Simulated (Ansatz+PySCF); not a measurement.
# doublet C₂H₂N: levels of theory in one basis

```csv
atom,x (Å),y (Å),z (Å)
C,0.1873,0.0000,0.0000
N,1.3559,0.0000,0.0000
C,-1.1910,0.0000,0.0000
H,-1.7343,0.9352,0.0000
H,-1.7343,-0.9352,0.0000
```

Basis set: cc-pVTZ (spherical functions). Correlated methods keep 3 orbitals frozen. Correlation on ROHF uses semicanonical orbitals with singles. Charge 0, multiplicity 2.

Computed with Ansatz (development build ahead of 0.2.0) and PySCF 2.14.0; each method stands on the lowest determinant of its kind that the runs found.

```
      method  E − E(ROHF) (eV)  <S²> of the determinant
        ROHF              0.00                     0.75
         UHF             -0.42                     0.94
     UHF-MP2            -12.86                     0.94
   ROHF-CCSD            -13.68                        –
    UHF-CCSD            -13.70                     0.94
ROHF-CCSD(T)            -14.36                        –
 UHF-CCSD(T)            -14.34                     0.94
```

(1) What does ROHF-MP2 give on the same scale?

## Answers

(1) -13.32 eV.

Caution for UHF, UHF-MP2, UHF-CCSD, UHF-CCSD(T): the unrestricted determinant is spin contaminated. Caution for ROHF-MP2, UHF-MP2: forces differ strongly between restricted and unrestricted references.
